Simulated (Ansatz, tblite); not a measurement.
Cost and result up the ladder for AlH3 (4 atoms). Charge 0, multiplicity 1. Geometry: PBE0-D4/def2-TZVP.

```xyz
4

Al    0.000    0.000    0.000
H    -0.823    0.202    1.341
H     0.646   -1.410   -0.329
H     0.177    1.209   -1.011
```

Ansatz on 4 threads of Arm Neoverse V2 on a shared host; xTB runs through tblite on one thread. Times are rough, summed over both states, and most runs start from the orbitals of an earlier one. PBE0-D4/def2-TZVP serves as the yardstick here, not as an exact answer. The other state is a doublet.

The xTB rows come from tblite. Correlated methods freeze 5 core orbitals. HOMO above LUMO, or a gap near zero within one spin, warns that the state may not be the lowest or that an electron is smeared out.

Run but left out: PBE-D4/def2-TZVP (charge +1 doublet: an occupied level 0.33 eV above an empty one).

Correlated methods converge slowly with the basis.

Raw xTB energies of ions are shifted by several eV.

| level | functions | wall time | vertical IE (eV) | difference from PBE0-D4/def2-TZVP (eV) | remarks |
| --- | --- | --- | --- | --- | --- |
| GFN2-xTB | 12 | 0.002 s | 15.02 | 3.87 | – |
| GFN1-xTB | 15 | 0.003 s | 15.83 | 4.68 | – |
| r2SCAN-D4/def2-TZVP | 55 | 1.1 s | 11.02 | -0.14 | gap within one spin near zero (+1 doublet) |
| CCSD(T)/def2-TZVPP | 84 | 1.1 s | 11.42 | 0.26 | spin-contaminated (⟨S²⟩ 0.84) (+1 doublet) |
| PBE0-D4/def2-TZVP (with forces) | 55 | 1.3 s | 11.15 | 0.00 | – |
